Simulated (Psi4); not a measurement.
Exact exchange and the electronic atomisation energy of C3H5NO (methoxyacetonitrile)

C3H5NO: 10 atoms, total charge 0, spin state singlet. As SMILES, `COCC#N`. Geometry: relaxed at PBE0-D4/def2-TZVP. This is one conformer, not always the lowest.

The electronic atomisation energy y, in eV, basis def2-SVP; a is the functional's share of exact exchange. Programs: Psi4 1.11.

```
functional  program     a  y (eV)
      BLYP     Psi4     0   43.38
      TPSS     Psi4     0   43.47
     B3LYP     Psi4   0.2   43.20
      PBE0     Psi4  0.25       ?
     BHLYP     Psi4   0.5   41.51
```

Question: Fit y = c + s·a to the known rows and predict PBE0.

Answer: 
1. Means of the 4 rows: a = 0.1750, y = 42.890.
2. Σ(Δa)² = 0.1675, Σ(Δa·Δy) = -0.628, so the slope is -0.628/0.1675 = -3.7493.
3. Intercept: 42.890 − (-3.7493) × 0.1750 = 43.546. The largest residual of the fit is 0.40.
4. PBE0: 43.546 + (-3.7493) × 0.25 = 42.61 eV.

The run gave 43.53 eV, so the prediction is off by -0.92 eV, more than the largest residual. The rows mix families of semi-local functionals, which the line can't see.
